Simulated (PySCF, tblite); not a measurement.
**Complex of C2HF and 2 × hydrogen fluoride**

A gas-phase complex of C2HF and 2 × hydrogen fluoride; neutral, singlet. The structure comes from a short search (6 tight-binding starts) and was relaxed by PBE0-D3(BJ)/def2-SVPD; another way of binding may lie lower. Frequencies by PBE0-D3(BJ)/def2-SVPD show no clear imaginary mode.

```csv
part,name,SMILES,atoms,charge,multiplicity
1,C2HF,C#CF,1–4,0,1
2,hydrogen fluoride,F,5–6,0,1
3,hydrogen fluoride,F,7–8,0,1
```

Coordinates in Å:
```
C1      0.707   -0.064    0.015
C2      0.839   -0.275    1.196
F3      0.988   -0.493    2.434
H4      0.598    0.123   -1.039
F5     -1.431    0.309   -2.329
H6     -1.898    0.150   -1.536
F7     -2.134   -0.166    0.148
H8     -1.227   -0.188    0.404
```

Contacts between parts, classed by geometry: H6···F7 1.730 Å (hydrogen bond, 158°); H4···F5 2.411 Å (C–H hydrogen bond, 128°).

Interaction energies are complex less parts, with the parts frozen as they stand in it; counterpoise-corrected, in kcal/mol (PySCF).

Problem. Give the interaction energy at each level run.

Solution. 
```tsv
level	interaction	superposition error removed
wB97M-D3(BJ)/def2-TZVPD	-11.56	-0.16
PBE0-D3(BJ)/def2-TZVPD	-12.66	-0.15
```

Problem. What holds them together? Decompose the wB97M-D3(BJ)/def2-TZVPD energy: frozen parts, their antisymmetrised product, then relaxation.

Solution. electrostatic -18.6, Pauli repulsion +21.4, orbital relaxation -12.6, dispersion correction -1.9 kcal/mol, which sum to the value before the counterpoise correction; the Pauli term holds the exchange-correlation of the frozen density too. Of the attraction, 56 % is electrostatic, 38 % is orbital relaxation, 6 % is dispersion correction.

The parts were also relaxed and run alone, at the levels used for the complex: vibrations by PBE0-D3(BJ)/def2-SVPD; shieldings by PBE0/pcSseg-2; core levels by delta-SCF with SCAN, pcX-2 on the ionised atom and pcseg-1 elsewhere, spin-free X2C.

Problem. What does binding change?

Solution. 
```
                              property   alone  in the complex  change
                        F5–H6 bond (Å)   0.920           0.934  +0.014
stretch carried by H6 (cm⁻¹, harmonic)    4151            3855    -296
       its infrared intensity (km/mol)     127             549        
                 shielding of H6 (ppm)   29.19           25.65   -3.54
                 shielding of F7 (ppm)   410.9           357.8   -53.1
                 shielding of H4 (ppm)   30.25           28.80   -1.45
                 shielding of F5 (ppm)   410.9           398.5   -12.4
                 C1 1s core level (eV)  291.40          292.24   +0.84
                 F5 1s core level (eV)  694.12          693.10   -1.02
                 F7 1s core level (eV)  694.12          693.74   -0.37
```

The core-hole state of C1 is spin-contaminated (⟨S²⟩ 0.82 against 0.75 for a pure doublet), so that value and differences from it are less sure.
